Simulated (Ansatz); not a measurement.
Mulliken charges of CH$_{4}$OSi, SMILES `O=C[SiH3]` from r2SCAN/def2-TZVPP in Ansatz (PBE0-D4/def2-TZVP geometry).

```csv
atom,x (Å),y (Å),z (Å),charge (e)
O1,-1.779,-0.924,-0.293,-0.269
C2,-0.613,-0.965,0.006,0.126
Si3,0.461,0.639,-0.008,0.284
H4,-0.155,-1.942,0.294,0.030
H5,0.434,1.194,-1.384,-0.051
H6,-0.145,1.602,0.945,-0.051
H7,1.858,0.328,0.394,-0.069
```

Q: By hand: the dipole of these point charges (1 e Å = 4.8032 D).

A: Σ q r = (0.385, 0.085, 0.081) e Å, of length 0.403 e Å = 1.94 D.

Q: How does the dipole of the full density compare? (Best estimate.)

A: Ansatz gave: (0.413, 0.017, 0.101) e Å, 2.04 D; the point charges give 0.95 times that, at 10° from its direction.

Point charges leave out the atoms' own dipoles, such as those of lone pairs, and Mulliken's split depends on the basis, so the close match here is no proof of good charges.
